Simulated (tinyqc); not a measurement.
Inside a calculation. Method: CCD on RHF in the sto-3g basis, for OH-, spin multiplicity 1. The basis has no diffuse functions, so it cannot describe the extra electron: this is an exercise in the method, not the real anion. One step of it, computed by the program tinyqc.

Problem. Iteration 1: building the Fock matrix. J_ij = sum D_kl (ij|kl), K_ij = sum D_kl (ik|jl); F = H + J - 0.5 K; E = tr D H + tr D J / 2 - 0.25 tr D K + E_nn.

D at the start:
```
            1O 1s      1O 2s    1O 2px    1O 2py     1O 2pz      2H 1s
1O 1s    2.094839  -0.401032  0.000000  0.000000   0.074105  -0.141259
1O 2s   -0.401032   1.722796  0.000000  0.000000  -0.280481   0.430131
1O 2px   0.000000   0.000000  2.000000  0.000000   0.000000   0.000000
1O 2py   0.000000   0.000000  0.000000  2.000000   0.000000   0.000000
1O 2pz   0.074105  -0.280481  0.000000  0.000000   1.806549   0.247070
2H 1s   -0.141259   0.430131  0.000000  0.000000   0.247070   0.165405
```

core Hamiltonian H = T + V (hartree):
```
             1O 1s      1O 2s     1O 2px     1O 2py     1O 2pz      2H 1s
1O 1s   -32.041667  -7.452024   0.000000   0.000000  -0.009235  -0.875484
1O 2s    -7.452024  -8.669398   0.000000   0.000000  -0.114969  -2.127492
1O 2px    0.000000   0.000000  -6.854157   0.000000   0.000000   0.000000
1O 2py    0.000000   0.000000   0.000000  -6.854157   0.000000   0.000000
1O 2pz   -0.009235  -0.114969   0.000000   0.000000  -6.919930  -1.647025
2H 1s    -0.875484  -2.127492   0.000000   0.000000  -1.647025  -3.837507
```

Two-electron integrals (ij|kl) in chemists' order, unique and non-zero (hartree):
```
(11|11) 4.785065   (21|11) 0.741380   (21|21) 0.136873   (22|11) 1.118947
(22|21) 0.256633   (22|22) 0.817206   (31|31) 0.024477   (32|31) 0.037809
(32|32) 0.180518   (33|11) 1.115814   (33|21) 0.256684   (33|22) 0.817023
(33|33) 0.880159   (41|41) 0.024477   (42|41) 0.037809   (42|42) 0.180518
(43|43) 0.047444   (44|11) 1.115814   (44|21) 0.256684   (44|22) 0.817023
(44|33) 0.785270   (44|44) 0.880159   (51|51) 0.024477   (52|51) 0.037809
(52|52) 0.180518   (53|53) 0.047444   (54|54) 0.047444   (55|11) 1.115814
(55|21) 0.256684   (55|22) 0.817023   (55|33) 0.785270   (55|44) 0.785270
(55|55) 0.880159   (61|11) 0.087221   (61|21) 0.015986   (61|22) 0.029848
(61|33) 0.029792   (61|44) 0.029792   (61|51) 0.000712   (61|52) 0.001350
(61|55) 0.029966   (61|61) 0.001890   (62|11) 0.241173   (62|21) 0.056136
(62|22) 0.201605   (62|33) 0.197996   (62|44) 0.197996   (62|51) 0.004192
(62|52) 0.033912   (62|55) 0.208620   (62|61) 0.006697   (62|62) 0.064962
(63|31) 0.005508   (63|32) 0.033373   (63|53) 0.006791   (63|63) 0.008643
(64|41) 0.005508   (64|42) 0.033373   (64|54) 0.006791   (64|64) 0.008643
(65|11) 0.186196   (65|21) 0.043856   (65|22) 0.168221   (65|33) 0.160858
(65|44) 0.160858   (65|51) 0.008341   (65|52) 0.059701   (65|55) 0.182753
(65|61) 0.005429   (65|62) 0.065970   (65|65) 0.074916   (66|11) 0.421175
(66|21) 0.099576   (66|22) 0.412288   (66|33) 0.397117   (66|44) 0.397117
(66|51) 0.008505   (66|52) 0.097599   (66|55) 0.442160   (66|61) 0.011940
(66|62) 0.177767   (66|65) 0.206297   (66|66) 0.774606
```

nuclear repulsion = 3.41129548 hartree

Give: Coulomb J; exchange K; Fock matrix F; total energy of this density.

Solution.

Coulomb J (hartree):
```
          1O 1s    1O 2s  1O 2px  1O 2py   1O 2pz   2H 1s
1O 1s   18.1806   3.4578  0.0000  0.0000  -0.0086  0.4038
1O 2s    3.4578   8.6065  0.0000  0.0000  -0.0212  2.0740
1O 2px   0.0000   0.0000  8.5957  0.0000   0.0000  0.0000
1O 2py   0.0000   0.0000  0.0000  8.5957   0.0000  0.0000
1O 2pz  -0.0086  -0.0212  0.0000  0.0000   8.6047  1.7124
2H 1s    0.4038   2.0740  0.0000  0.0000   1.7124  4.2261
```

exchange K (hartree):
```
         1O 1s    1O 2s  1O 2px  1O 2py   1O 2pz   2H 1s
1O 1s   9.7970   1.7142  0.0000  0.0000   0.0053  0.2051
1O 2s   1.7142   2.7220  0.0000  0.0000  -0.1006  0.7944
1O 2px  0.0000   0.0000  2.3048  0.0000   0.0000  0.0000
1O 2py  0.0000   0.0000  0.0000  2.3048   0.0000  0.0000
1O 2pz  0.0053  -0.1006  0.0000  0.0000   2.2635  0.5729
2H 1s   0.2051   0.7944  0.0000  0.0000   0.5729  0.6238
```

Fock matrix F (hartree):
```
           1O 1s    1O 2s  1O 2px  1O 2py   1O 2pz    2H 1s
1O 1s   -18.7596  -4.8514  0.0000  0.0000  -0.0205  -0.5742
1O 2s    -4.8514  -1.4240  0.0000  0.0000  -0.0859  -0.4507
1O 2px    0.0000   0.0000  0.5891  0.0000   0.0000   0.0000
1O 2py    0.0000   0.0000  0.0000  0.5891   0.0000   0.0000
1O 2pz   -0.0205  -0.0859  0.0000  0.0000   0.5530  -0.2211
2H 1s    -0.5742  -0.4507  0.0000  0.0000  -0.2211   0.0767
```

total energy of this density = -73.463005 hartree
